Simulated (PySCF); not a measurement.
# Magnetic susceptibility: SMILES C1(C)(C)C=CC1, C6H10

Geometry:
| atom | x (Å) | y (Å) | z (Å) |
| --- | --- | --- | --- |
| C1 | -0.968 | -1.044 | 0.789 |
| C2 | -0.171 | 0.036 | 0.070 |
| C3 | -1.088 | 1.098 | -0.520 |
| C4 | 1.006 | 0.578 | 0.853 |
| C5 | 1.912 | 0.107 | 0.004 |
| C6 | 0.903 | -0.512 | -0.922 |
| H7 | -1.553 | -0.609 | 1.597 |
| H8 | -0.298 | -1.789 | 1.213 |
| H9 | -1.648 | -1.538 | 0.097 |
| H10 | -0.504 | 1.866 | -1.023 |
| H11 | -1.772 | 0.651 | -1.240 |
| H12 | -1.674 | 1.572 | 0.265 |
| H13 | 1.052 | 1.139 | 1.769 |
| H14 | 2.986 | 0.135 | -0.043 |
| H15 | 0.944 | -1.597 | -0.999 |
| H16 | 0.863 | -0.083 | -1.922 |

Method: PySCF, GIAO PBE0/pcSseg-1 magnetisability, rotational g tensor and spin-rotation constants, non-relativistic, gas phase. Geometry: GFN2-xTB.

Q: What are the magnetisability and the molar susceptibility?

A: Isotropic -998 × 10⁻³⁰ J/T², or -60.1 × 10⁻⁶ cm³/mol; principal values -1067, -982, -944 × 10⁻³⁰ J/T², anisotropy 110 × 10⁻³⁰ J/T² (root of half the summed squared differences of the principal values). The susceptibility is in cgs units.

Q: Split it along the inertial axes a, b, c into diamagnetic and paramagnetic parts about the centre of mass, with the quadrupole moment.

A: 
```tsv
axis	χ (10⁻⁶ cm³/mol)	diamagnetic (10⁻⁶ cm³/mol)	paramagnetic (10⁻⁶ cm³/mol)	summed x² of all electrons (Å²)	quadrupole Θ (D Å)
a	-59.1	-334.5	275.4	75.7	+0.62
b	-64.3	-466.5	402.2	44.6	-2.01
c	-56.8	-510.5	453.7	34.2	+1.39
```
Anisotropies 2χaa − χbb − χcc = +2.8 and 2χbb − χaa − χcc = -12.6 × 10⁻⁶ cm³/mol. Θ is traceless in Buckingham's convention.

Q: And the rotational g tensor?

A: 
| axis | rotational constant (GHz) | g | nuclear part | electronic part |
| --- | --- | --- | --- | --- |
| a | 5.3199 | -0.0235 | 0.6647 | -0.6882 |
| b | 3.3468 | -0.0043 | 0.6281 | -0.6324 |
| c | 3.0302 | -0.0173 | 0.6285 | -0.6458 |

Asymmetric top; isotopes 12C, 1H; no vibrational averaging.
